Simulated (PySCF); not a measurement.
## Ar: ionisation energy

Ar [Ar] (1S) → Ar⁺ [Ne] 3s2 3p5 (2P), as a difference of total energies. Computed with PySCF 2.14 in aug-cc-pV(T+d)Z with one added diffuse shell each of s, p, d, f type (7s6p5d3f, 71 functions), with no relativity, point nucleus. Correlated levels: valence: [Ne] frozen. The calculations carry no spin-orbit coupling.

Question: Order these methods by the ionisation energy they give, lowest first.
A. SCS-MP2 (valence)
B. r2SCANh
C. LDA
D. UHF

Answer: D (14.560 eV), A (15.641 eV), B (15.758 eV), C (15.996 eV).

Errors of the correlated levels include the incompleteness of this basis and the frozen core.

For comparison: 15.819 eV (measured; NIST levels, between the centres of gravity of the two terms).
